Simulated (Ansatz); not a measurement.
Results of PBE0 (PAW; Ansatz, a program for electronic structure) for Ga2O3 (C2/m, No. 12).

Excerpt of the program's output:

```
WARN output.stress: scf.exx.energy_threshold = 1e-6 eV is looser than the 1e-7 eV advised for a stress under a hybrid functional (1e-8 eV for each atom of the …
Crystal: 10 atoms, lattice volume = 105.596 Å³
Basis set: ecut = 460 eV, 2381 PW (Γ), FFT grids on a1−a2, a2, a3, exchange–correlation on 48×90×90 points (8 copies of the dense FFT grid, shifted against one another)
Bands: 54, of which v1, the nominal top of the filled ones, is band 44 counted from 1 (43 counted from 0)
Symmetry: 4 space group operations
Space group: C2/m (ITA 12), of the structure as read, at distance tolerance 4.7e-5 Å
k-points: 78 of 256
Initial density: superposition of atomic densities (chi_scale 0.1, normalization cell, long waves kept (reshape's long-wave potential 0.04 eV rms))
Functional: x = pbe(κ = 0.804, μ = 0.2195149727645171), c = pbe(β = 0.06672455060314922), warm-up for x = 0.75 pbe(κ = 0.804, μ = 0.2195149727645171) + 0.25 exact, c = pbe(β = 0.06672455060314922)
SCF iter   1: F=—  HF=-18542.449857 eV  |F-HF|=—  |Δ(HF+E_count)|=         —  Δρ=1.24e-1  dr2=7.81e0
SCF iter   2: F=—  HF=-18540.363305 eV  |F-HF|=—  |Δ(HF+E_count)|=    2.09e0  Δρ=3.99e-2  dr2=7.99e-1
  ...
Crystal: 10 atoms, lattice volume = 105.596 Å³
Initial density: handed on by an earlier stage of this run
Functional: x = 0.75 pbe(κ = 0.804, μ = 0.2195149727645171) + 0.25 exact, c = pbe(β = 0.06672455060314922)
Crystal: 10 atoms, lattice volume = 105.596 Å³
SCF 3 converged in 7 iterations: F = -18542.156042 eV  dr2 = 5.22e-11
Crystal: 10 atoms, lattice volume = 105.596 Å³
SCF iter   2: F=—  HF=-18542.156041 eV  |F-HF|=—  |Δ(HF+E_count)|=   2.51e-9  Δρ=1.03e-6  dr2=1.26e-9
SCF iter   3: F=-18542.156041 eV  HF=-18542.156041 eV  |F-HF|=2.80e-10  |Δ(HF+E_count)|=   6.64e-9  Δρ=7.63e-7  dr2=4.37e-10
SCF 4 converged in 3 iterations: F = -18542.156041 eV  dr2 = 4.37e-10
Free energy (F): -18542.156041 eV
Internal energy: -18542.156041 eV  (E = F + TS)
E sigma→0 (E₀):  -18542.156041 eV
Fermi energy:    8.764697 eV
--- Forces (eV/Å), atoms counted from 1 ---
  atom   1  Ga    -0.05024343     0.00000000     0.00147568
  atom   2  Ga     0.05024343    -0.00000000    -0.00147568
  atom   3  Ga    -0.02339990    -0.00000000     0.02114852
  atom   4  Ga     0.02339990     0.00000000    -0.02114852
  atom   5  O      0.07167422    -0.00000000     0.05983068
  atom   6  O     -0.07167422     0.00000000    -0.05983068
  atom   7  O      0.05200725    -0.00000000    -0.08228342
  atom   8  O     -0.05200725     0.00000000     0.08228342
  atom   9  O     -0.16265441    -0.00000000    -0.06842374
  atom  10  O      0.16265441     0.00000000     0.06842374
--- Stress (GPa, compression-positive) ---
       -1.141502       0.000000      -0.129490
        0.000000      -1.482011       0.000000
       -0.129490       0.000000      -1.044245
  P = ⅓ Tr σ = -1.2226 GPa (-12.226 kbar)
```

Problem. Write an input file that could have produced this run (the log leaves some choices open).

Solution. Several could match; the one computed here: 
Ansatz 0.2 input:
```yaml
crystal:
  lattice:
    - [6.1389646795, -1.5236032927, 0.0037965459]
    - [6.1389646795, 1.5236032927, 0.0037965459]
    - [-1.3803469984, 0.0, 5.6439894784]
  atoms:
    - { symbol: Ga, position: [0.3412739371, 0.3412739371, 0.6854721694] }
    - { symbol: Ga, position: [0.6587260629, 0.6587260629, 0.3145278306] }
    - { symbol: Ga, position: [0.9094915042, 0.9094915042, 0.2046165751] }
    - { symbol: Ga, position: [0.0905084958, 0.0905084958, 0.7953834249] }
    - { symbol: O, position: [0.503779927, 0.503779927, 0.7440793558] }
    - { symbol: O, position: [0.496220073, 0.496220073, 0.2559206442] }
    - { symbol: O, position: [0.8267831199, 0.8267831199, 0.4372332624] }
    - { symbol: O, position: [0.1732168801, 0.1732168801, 0.5627667376] }
    - { symbol: O, position: [0.1652790677, 0.1652790677, 0.1095165348] }
    - { symbol: O, position: [0.8347209323, 0.8347209323, 0.8904834652] }
basis:
  ecutwfc: 460
  ecutrho_ratio: 4
  xc_grid: 2
kpoints:
  mp_grid: { grid: [8, 8, 4] }
  band_path: { path: [[0, 0, 0], [-0.548371, -0.451629, 0.5]], npoints: 1 }
hamiltonian:
  xc: pbe0
  dispersion: none
  pseudopotentials: { azcp: { folder: ./paw }, kind: paw }
scf:
  occupations: { method: fermi_dirac, width: 0.01 }
  convergence: { dr2_threshold: 0.000000001 }
output:
  forces: true
  stress: true
  eigenvalues: true
  write_bands: true
```

The PAW data were made under PBE.

Note: cell and atoms aren't relaxed at this level (largest force component 0.16 eV/Å, pressure -1.2 GPa).
